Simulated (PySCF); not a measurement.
H₃O₃P.
SMILES: `O=[PH](O)O`

Torsions of this conformer, `[O:1]=[PH:2]([OH:3])[OH:4]`: H–O3–P2–O1 4°, H–O4–P2–O1 -18°.

The closed-shell ground state was solved at several levels (PySCF, density fitting, gas phase, non-relativistic). Geometry: PBE0-D3(BJ)/def2-TZVP, one conformer, isolated molecule.

```json
{"level": "wB97X-D/pcSseg-2", "basis functions": "193", "HOMO (eV)": "-10.85", "LUMO (eV)": "2.00", "gap (eV)": "12.85", "dipole (D)": "1.46"}
{"level": "KT3/pcSseg-2", "basis functions": "193", "HOMO (eV)": "-7.38", "LUMO (eV)": "-0.82", "gap (eV)": "6.56", "dipole (D)": "1.39"}
{"level": "PBE0/pcSseg-2", "basis functions": "193", "HOMO (eV)": "-8.92", "LUMO (eV)": "0.21", "gap (eV)": "9.13", "dipole (D)": "1.44"}
```

Task: What might B97-2/pcSseg-2 (193 basis functions) give for the same quantities?

Result: HOMO -8.61 eV, LUMO 0.22 eV, gap 8.83 eV, dipole 1.44 D.

Task: Over all these levels, which gives the widest orbital gap and which the narrowest?

Result: wB97X-D/pcSseg-2 (range-separated hybrid) has the widest, 12.85 eV, and KT3/pcSseg-2 (GGA) the narrowest, 6.56 eV. From the narrowest to the widest the HOMO moves by -3.47 eV and the LUMO by +2.82 eV.

Task: In the pcSseg-2 basis, how does the gap go with the fixed share of exact exchange?

Result: KT3 (0 %) 6.56 eV; B97-2 (21 %) 8.83 eV; PBE0 (25 %) 9.13 eV. Each rise in the share widens the gap here.

Task: How far do the dipole and the HOMO energy spread over the levels?

Result: The dipole runs from 1.39 to 1.46 D (mean 1.43 D) and the HOMO from -10.85 to -7.38 eV.
